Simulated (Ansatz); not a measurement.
Two isomers of C4H7NO: A = `C=C(C)C(N)=O`, B = `CCOCC#N`.

Program: Ansatz. Geometries: PBE0-D4/def2-TZVP. ΔE: electronic, gas phase. CBS: MP2 limit from def2 TZ/QZ plus the TZ coupled-cluster correction, frozen cores. DFT in def2-TZVPP. B3LYP here is the variant with VWN-RPA as its local correlation; programs differ in this. One conformer a species, not always the lowest.

**Question.** Which isomer does CCSD(T)/CBS put lower? Give the gap. (Best estimate.)

**Answer.** The calculation gave: A, by 22.9 kcal/mol.

**Question.** Give E(B) − E(A) in kcal/mol with B2PLYP, MP2/def2-TZVPP, PBE0-D4, HF/def2-TZVPP, B3LYP, PBE-D4, CCSD/def2-TZVPP. (An estimate is asked.)

**Answer.** Ansatz gave: B2PLYP 23.3, MP2/def2-TZVPP 21.3, PBE0-D4 28.3, HF/def2-TZVPP 20.2, B3LYP 25.4, PBE-D4 29.1, CCSD/def2-TZVPP 20.2. None reverses the order clearly.

Largest T1 diagnostic: 0.014.

The D4 term adds +1.0 kcal/mol with B3LYP and +0.5 kcal/mol with PBE0; it sums over pairs of atoms, weighted by their polarisabilities, and B3LYP, whose exchange is more repulsive, gets the larger term. In def2-TZVPP, CCSD(T) changes the Hartree–Fock value by +0.9 kcal/mol (the triples alone add +0.9 kcal/mol) and MP2 by +1.1 kcal/mol.
